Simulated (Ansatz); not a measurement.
We consider rock-salt EuS, described by LDA (Ansatz, an electronic-structure program, PAW).

Settings: plane-wave cutoff 520 eV, 10×10×10 k mesh, Fermi–Dirac smearing 0.01 eV, spin-polarised with parallel moments, scalar-relativistic PAW data made under PBE.

Computed at the level's own relaxed cell.

Problem. Predict the equilibrium volume per atom, bulk modulus, lattice constant a and magnetic moment (largest site, within a sphere).

Solution. 
* **equilibrium volume per atom**: 22.58 Å³/atom
* **bulk modulus**: 65.5 GPa
* **lattice constant a**: 5.652 Å
* **magnetic moment (largest site, within a sphere)**: 6.61 μB

The run finds no gap.

Measured, for comparison: equilibrium volume per atom 26.60 Å³/atom, bulk modulus 61.5 ± 0.5 GPa (room temperature, not corrected to a static lattice; as tabulated in Sci. Rep., doi 10.1038/s41598-022-05321-9); lattice constant a 5.97 ± 0.02 Å (room temperature, not corrected to a static lattice, our sources range from 5.956 to 5.970; as tabulated in Sci. Rep., doi 10.1038/s41598-022-05321-9). Computed (rounded) less measured: equilibrium volume per atom -15.1 %, bulk modulus +7 %, lattice constant a -5.3 % (-5.1 % to -5.3 % over the range). A static lattice is as a rule a little smaller and stiffer than an uncorrected measurement, which narrows the difference in the bulk modulus and would widen misses of the other sign.

Note: the gap of the solid is closed in this run; the 4f shell is treated without U or exact exchange, so its levels and filling can be wrong; this level leaves the solid without a gap, although one is measured.

Moments are spin moments.

Spin–orbit coupling is not included; it can open a gap where bands touch, and shift volumes and moduli.

The result took about 4 core-minutes (a rough figure).
